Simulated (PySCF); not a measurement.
Structure from NMR data

An unknown has the formula C₂H₃F₃O. Its calculated NMR data are:

1H NMR (300 MHz, computed): δ 4.22 (q, J = 7.8 Hz, 2H), 1.06 (br s, 1H).

13C{1H} NMR (computed): δ 133.8 (C, q, J = 350.9 Hz), 67.8 (CH2, q, J = 34.1 Hz).

[PySCF 2.14: spin–spin couplings from B3LYP/pcJ-1; GFN2-xTB geometry; shieldings: GIAO PBE0/pcSseg-1; non-relativistic Hamiltonian; single conformer; in vacuum; equivalent nuclei averaged]

References, each an isolated molecule treated in the same way: TMS for 1H (σref 31.72) and 13C (σref 186.93).

What is the structure?

Results:


1. Rings plus π bonds: 0.
2. 2 carbon signals for 2 carbons: no two carbons are equivalent.
3. Carbon types of the structure: 1 × C, 1 × CH2, leaving 1 H on heteroatoms.
4. δC 133.8: CF3 carbon; 3 electronegative neighbours deshield it.
5. δC 67.8: sp3 CH2 bonded to O; pulled downfield by the heteroatom.
6. δH 4.22: hydrogen on an sp3 CH2 bonded to O; its carbon carries O, hence the downfield position.
7. δH 1.06: hydrogen on an alcohol oxygen; labile proton, position sensitive to the medium.

These data were computed for 2,2,2-trifluoroethanol (OCC(F)(F)F).

The shifts were computed for this structure.

Exchangeable OH/NH protons stand at their gas-phase positions; hydrogen bonding in a real sample shifts them, mostly to higher δ. Common functionals overestimate the size of one-bond C–F couplings by tens of Hz; these are unscaled. Multiplet labels drop couplings under 1 Hz and merge nearly equal ones. Shifts are as computed. Against solution values, carbons near 30 ppm lie about +3 ppm off and those near 130 ppm about +5 ppm. Of 1211 compounds with measured shifts, 218 miss one by over three times the rms of a fit or turn the order of signals round; such compounds aren't used in these exercises. Couplings to exchangeable protons are dropped.
